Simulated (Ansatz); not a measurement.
Results of LC-ωPBE (Ansatz, an electronic-structure program, PAW) for rock-salt BaTe.

Settings: plane-wave cutoff 460 eV, 6×6×6 k mesh, Fermi–Dirac smearing 0.01 eV, scalar-relativistic PAW data made under PBE.

Response to compression and expansion:

```tsv
V (Å³/atom)	P (GPa)	direct gap at Γ (eV)	smallest gap on the k mesh (eV)
41.100	1.86	8.369	6.490
42.023	1.00	8.258	6.549
43.263	-0.01	8.116	6.620
44.345	-0.77	7.998	6.675
45.426	-1.44	7.885	6.726
```

The fundamental gap (6.62 eV at the equilibrium volume, on the SCF mesh) lies elsewhere than Γ–Γ.

Spin–orbit coupling is not included; with these elements it can move the gap by several tenths of an eV or more.
